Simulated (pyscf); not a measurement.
HO–B(F)–F + water (H₂O) -> water (H₂O) + HO–B(F)–F (four-centre exchange; singlet surface; B–O, H–O broken, H–O, B–O formed). Structures and frequencies: ωB97X-D3(BJ)/def2-SVP in PySCF. MP2 and CC: frozen core, UHF for open shells. ΔMP2 is the change of the MP2 total energy from the triple- to the quadruple-zeta basis. Energies in kJ/mol from the separated reactants.

```tsv
level	barrier	reaction energy
ωB97X-D3(BJ)/def2-TZVP	53.3	0.0
PBE/def2-TZVP	39.8	0.0
B3LYP-D3(BJ)/def2-TZVP	58.8	0.0
PBE0-D3(BJ)/def2-TZVP	42.6	0.0
HF/def2-TZVP	(withheld)	0.0
CCSD(T)/def2-TZVPP	58.1	0.0
CCSD(T)/def2-TZVPP + ΔMP2(QZVPP)	(withheld)	0.0
```

Q: Some entries are withheld; supply them.

A: 
- HF/def2-TZVP, barrier: 118.8
- CCSD(T)/def2-TZVPP + ΔMP2(QZVPP), barrier: 62.8

Of the functionals in the table, B3LYP-D3(BJ) is closest to CCSD(T)/def2-TZVPP + ΔMP2(QZVPP) in the barrier (4.0 kJ/mol apart) and PBE least close (23.0 kJ/mol); that level has limits of its own. On the reactant side the descent ends in a complex, 22.1 kJ/mol under the separated species and 75.5 kJ/mol under the saddle at ωB97X-D3(BJ)/def2-TZVP. On the product side the descent ends in a complex, 22.3 kJ/mol under the separated species and 75.6 kJ/mol under the saddle at ωB97X-D3(BJ)/def2-TZVP. This is the saddle that the search found; another between the same sides may lie lower. The CCSD(T) − MP2 part came from Ansatz, without density fitting, on the same reference.
